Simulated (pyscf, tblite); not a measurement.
`[Cl][Sn][Cl]` [singlet] + `[H][H]` -> `[ClH]` + `[Cl][SnH]` [singlet]: energy along the mass-weighted descent from the GFN2-xTB saddle (tblite), relative to the relaxed reactant side, a complex of the molecules.

(s (amu^1/2 bohr), E (kcal/mol)): (-8.25, 1.7); (-7.86, 2.2); (-7.33, 3.0); (-6.68, 4.0); (-5.90, 5.6); (-4.08, 8.2); (-2.04, 12.6); (0.000, 27.3); (1.11, 24.7); (1.65, 24.2); (2.07, 23.9); (2.41, 23.7); (2.69, 23.5); (2.91, 23.4); (3.11, 23.3)

### Question
The GFN2-xTB barrier from the reactant side is 114.3 kJ/mol. What does ωB97X-D3(BJ) (PySCF) give from its own reactant-side minimum, in def2-SVP and in def2-TZVP?

### Answer
130.0 kJ/mol in the double-zeta basis after reoptimising the saddle, and 142.7 kJ/mol in the triple-zeta single point, so the tight-binding barrier lies 28.5 kJ/mol under the latter. The imaginary mode goes from 1102i to 1000i cm⁻¹.
